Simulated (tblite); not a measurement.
C₃H₈OP₂.
Atom-mapped SMILES: `[CH3:1][C:2](=[O:3])[P:4]([CH3:5])[PH2:6]` (hydrogens: H7, H8, H9 on C1; H10, H11, H12 on C5; H13, H14 on P6)

Computed with GFN2-xTB (tblite), gas phase: L-BFGS steps from a force-field or distance-geometry start until the largest atomic force falls under 0.01 eV/Å.

Step 31: E = -533.0829 eV
```
atom  x, y, z in Å  |  force x, y, z in eV/Å
C1      2.2882    0.2366    0.1820   -0.024  -0.020   0.022
C2      1.0252   -0.4604    0.6008    0.039   0.027  -0.038
O3      0.9322   -1.2360    1.5154    0.041   0.005  -0.063
P4     -0.4342   -0.1030   -0.5111   -0.016  -0.018   0.058
C5     -1.6680   -1.1908    0.3373   -0.030  -0.030   0.014
P6     -0.8016    1.8559    0.3857    0.041   0.050   0.057
H7      2.5811   -0.1624   -0.7917   -0.026   0.047   0.062
H8      2.1033    1.3073    0.0670   -0.010  -0.085   0.004
H9      3.0872    0.0633    0.9016   -0.056   0.027  -0.014
H10    -1.9495   -0.8237    1.3232    0.056   0.025  -0.002
H11    -1.2128   -2.1734    0.4468    0.008  -0.012  -0.022
H12    -2.5516   -1.2763   -0.2932   -0.023   0.022  -0.001
H13    -1.3287    2.4101   -0.7762    0.004  -0.036  -0.046
H14    -2.0716    1.5523    0.8702   -0.006  -0.001  -0.031
```

Step 32: E = -533.0842 eV
```
atom  x, y, z in Å  |  force x, y, z in eV/Å
C1      2.2887    0.2400    0.1827   -0.025  -0.023   0.022
C2      1.0248   -0.4584    0.5953    0.049  -0.021  -0.018
O3      0.9325   -1.2396    1.5056    0.056  -0.001  -0.036
P4     -0.4349   -0.1058   -0.5114   -0.075   0.017   0.042
C5     -1.6705   -1.1914    0.3397   -0.020  -0.027   0.013
P6     -0.8006    1.8550    0.3859    0.029   0.030   0.041
H7      2.5894   -0.1570   -0.7887   -0.034   0.031   0.039
H8      2.1048    1.3101    0.0667   -0.012  -0.064   0.011
H9      3.0830    0.0639    0.9062   -0.046   0.038  -0.001
H10    -1.9463   -0.8267    1.3283    0.058   0.030  -0.012
H11    -1.2193   -2.1759    0.4451    0.024  -0.023  -0.019
H12    -2.5572   -1.2748   -0.2870   -0.014   0.039  -0.001
H13    -1.3222    2.4060   -0.7803   -0.003  -0.029  -0.033
H14    -2.0728    1.5542    0.8698    0.013   0.002  -0.047
```

**Question.** Estimate the geometry and energy of step 33. (The exact step hangs on the optimiser's Hessian estimate; all steps are aligned on step 32, rigid shifts and turns removed.)

**Answer.** E = -533.0853 eV, largest force 0.113 eV/Å
```
atom  x, y, z in Å  |  force x, y, z in eV/Å
C1      2.2884    0.2426    0.1838   -0.019  -0.016   0.013
C2      1.0247   -0.4573    0.5896    0.029  -0.058  -0.001
O3      0.9326   -1.2427    1.4963    0.063  -0.025   0.002
P4     -0.4367   -0.1081   -0.5120   -0.101   0.046   0.020
C5     -1.6728   -1.1921    0.3420   -0.004  -0.020   0.008
P6     -0.7986    1.8541    0.3868    0.006   0.015   0.010
H7      2.5957   -0.1515   -0.7853   -0.029   0.007   0.001
H8      2.1050    1.3113    0.0669   -0.019  -0.020   0.016
H9      3.0781    0.0654    0.9106   -0.024   0.039   0.021
H10    -1.9412   -0.8276    1.3326    0.050   0.027  -0.014
H11    -1.2242   -2.1780    0.4434    0.030  -0.029  -0.017
H12    -2.5627   -1.2728   -0.2810   -0.005   0.049   0.004
H13    -1.3162    2.4018   -0.7838    0.000  -0.023  -0.011
H14    -2.0729    1.5542    0.8680    0.024   0.008  -0.054
```

The energy changes by -0.0011 eV. The first-order estimate −F·Δx gives -0.0015 eV and the mean of the old and new forces, exact on a quadratic surface, -0.0011 eV. The step makes an angle of 71° with the force vector and moves no atom by more than 0.010 Å.

The cost below is that of the whole relaxation. The run took 0.74 s wall on one thread of an Arm Neoverse V2, no GPU, on a shared host.
